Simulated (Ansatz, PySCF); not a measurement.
## Rock-salt MgS: smallest direct gap on the k points sampled by level of theory

No measured value is used here.

```json
[
 {"level (code)": "LDA (Ansatz)", "value (eV)": "3.48", "cell (Å³/atom)": "17.61"},
 {"level (code)": "PBE (Ansatz)", "value (eV)": "[?]", "cell (Å³/atom)": "17.61"},
 {"level (code)": "PBEsol (Ansatz)", "value (eV)": "[?]", "cell (Å³/atom)": "17.61"},
 {"level (code)": "revPBE (Ansatz)", "value (eV)": "3.56", "cell (Å³/atom)": "18.29"},
 {"level (code)": "rVV10 (Ansatz)", "value (eV)": "[?]", "cell (Å³/atom)": "17.98"},
 {"level (code)": "r²SCAN-D4 (Ansatz)", "value (eV)": "4.74", "cell (Å³/atom)": "17.41"},
 {"level (code)": "r²SCAN+rVV10 (Ansatz)", "value (eV)": "4.67", "cell (Å³/atom)": "17.47"},
 {"level (code)": "PBE0 (Ansatz)", "value (eV)": "[?]", "cell (Å³/atom)": "17.61"},
 {"level (code)": "r²SCANh (Ansatz)", "value (eV)": "5.25", "cell (Å³/atom)": "17.54"},
 {"level (code)": "Hartree–Fock (Ansatz)", "value (eV)": "11.74", "cell (Å³/atom)": "17.61"},
 {"level (code)": "evGW@PBE (PySCF)", "value (eV)": "5.86 ± 0.07", "cell (Å³/atom)": "17.61"},
 {"level (code)": "G0W0@PBE (PySCF)", "value (eV)": "5.25 ± 0.05", "cell (Å³/atom)": "17.61"}
]
```

Task: Fill in the missing entries.

Result: 
- PBE (Ansatz, a program for electronic structure), value (eV): 3.72
- PBEsol (Ansatz), value (eV): 3.59
- rVV10 (Ansatz), value (eV): 3.54
- PBE0 (Ansatz), value (eV): 5.52

At these levels the smallest gap is indirect and lower: LDA 2.56, PBE 2.79, PBEsol 2.70, revPBE 2.84, rVV10 2.70, r²SCAN-D4 3.49, r²SCAN+rVV10 3.45, PBE0 4.53, r²SCANh 4.07, Hartree–Fock 10.33, evGW@PBE 5.08, G0W0@PBE 4.47 eV. Computed values are for a static lattice.  A ± on a computed value is a rough bar: the spread of its extrapolation, a floor set from checks against published values, or a statistical error. Values are at the measured cell; revPBE at the level's own equilibrium cell; rVV10 at the level's own equilibrium cell; r²SCAN-D4 at the level's own relaxed cell; r²SCAN+rVV10 at the level's own equilibrium cell; r²SCANh at the level's own equilibrium cell. Cutoffs and k meshes differ between the levels. Ansatz's density-functional and Hartree–Fock values are scalar-relativistic unless marked +SOC, with PAW data made under PBE.
